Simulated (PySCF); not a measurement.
Compound: C4H5FO.
Numbering: `[O:1]=[C:2]([F:3])[CH:4]1[CH2:5][CH2:6]1` (hydrogens: H7 on C4; H8, H9 on C5; H10, H11 on C6)

The same species was optimised twice, with GFN2-xTB and with PBE0-D3(BJ)/def2-SVP (PySCF), and the same property calculations (PySCF, gas phase) were run on both structures.

| coordinate | GFN2-xTB | PBE0-D3(BJ)/def2-SVP | change |
| --- | --- | --- | --- |
| C2–F3 (Å) | 1.372 | 1.340 | -0.032 |
| C2–C4 (Å) | 1.461 | 1.474 | +0.013 |
| O1=C2 (Å) | 1.182 | 1.187 | +0.005 |
| C4–C6 (Å) | 1.515 | 1.513 | -0.002 |
| C4–C5 (Å) | 1.515 | 1.514 | -0.001 |
| C5–C6 (Å) | 1.481 | 1.481 | 0.000 |
| O1–C2–C4 (°) | 130.2 | 127.7 | -2.5 |
| O1–C2–F3 (°) | 119.0 | 120.7 | +1.7 |
| F3–C2–C4 (°) | 110.8 | 111.6 | +0.8 |
| C2–C4–C5 (°) | 117.2 | 116.7 | -0.5 |
| C2–C4–C6 (°) | 117.2 | 116.8 | -0.4 |
| C5–C4–C6 (°) | 58.5 | 58.6 | +0.1 |
| C4–C5–C6 (°) | 60.7 | 60.7 | 0.0 |
| C4–C6–C5 (°) | 60.8 | 60.7 | -0.1 |
| O1–C2–C4–C5 (°) | 34 | 34 | 0 |

Rotational constants: A = 7575, B = 2664, C = 2326 MHz (GFN2-xTB) against A = 7600, B = 2691, C = 2348 MHz (PBE0-D3(BJ)/def2-SVP). Point groups within 0.08 Å: Cs and Cs.

On the GFN2-xTB structure: HOMO (eV) -8.98 [PBE0/pcSseg-1]; LUMO (eV) -0.44 [PBE0/pcSseg-1]; dipole (D) 3.49 [PBE0/pcSseg-1]; GIAO shielding of O1 (ppm) -73.8 [PBE0/pcSseg-1]; GIAO shielding of C2 (ppm) 11.2 [PBE0/pcSseg-1]; GIAO shielding of F3 (ppm) 101.3 [PBE0/pcSseg-1]; GIAO shielding of C4 (ppm) 174.3 [PBE0/pcSseg-1]; GIAO shielding of C5/C6 (mean) (ppm) 172.7 [PBE0/pcSseg-1].

Q: What do these properties become on the PBE0-D3(BJ)/def2-SVP structure?

A: 
| property | level | on GFN2-xTB | on PBE0-D3(BJ)/def2-SVP | change |
| --- | --- | --- | --- | --- |
| HOMO (eV) | PBE0/pcSseg-1 | -8.98 | -8.92 | +0.06 |
| LUMO (eV) | PBE0/pcSseg-1 | -0.44 | -0.37 | +0.07 |
| dipole (D) | PBE0/pcSseg-1 | 3.49 | 3.29 | -0.20 |
| energy, GFN2-xTB geometry as zero (kcal/mol) | PBE0/pcSseg-1 | 0.0 | -0.3 | -0.3 |
| GIAO shielding of O1 (ppm) | PBE0/pcSseg-1 | -73.8 | -73.2 | +0.6 |
| GIAO shielding of C2 (ppm) | PBE0/pcSseg-1 | 11.2 | 10.2 | -1.0 |
| GIAO shielding of F3 (ppm) | PBE0/pcSseg-1 | 101.3 | 118.1 | +16.8 |
| GIAO shielding of C4 (ppm) | PBE0/pcSseg-1 | 174.3 | 172.5 | -1.8 |
| GIAO shielding of C5/C6 (mean) (ppm) | PBE0/pcSseg-1 | 172.7 | 171.1 | -1.6 |

The heavy atoms differ by 0.019 Å rms after alignment. Among bonds between heavy atoms C2–F3 changes most (-0.032 Å). Changes are differences of the printed values. Neither structure is proved a minimum here.

Shape of the structure used: `[O:1]=[C:2]([F:3])[CH:4]1[CH2:5][CH2:6]1`: O1–C2–C4–C5 34°.
